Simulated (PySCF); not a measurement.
formamide (CH3NO), SMILES NC=O. Coordinates come from a PBE0-D3(BJ)/def2-TZVP optimisation. One conformer was computed; it need not be the lowest.

These are PBE0-D3(BJ)/def2-TZVP (PySCF) values and carry that method's errors.

Harmonic wavenumbers (cm⁻¹): 243, 570, 650, 1050, 1063, 1287, 1420, 1620, 1832, 2956, 3612, 3752. Rotational constants (GHz): 74.11, 11.47, 9.929; symmetry number 1.

Problem. Work out the zero-point energy and the ideal-gas rigid-rotor harmonic-oscillator thermochemistry at 298.15 K and 1 atm.

Solution. ZPE = ½ Σ hcν = ½ × 20054 cm⁻¹ = 119.95 kJ/mol. H − E(el) = 132.20 kJ/mol. Entropy in J/(mol K): translation 156.23, rotation 88.58, vibration 11.98, total 256.79. G − E(el) = 55.64 kJ/mol. Cp = 53.19 J/(mol K).
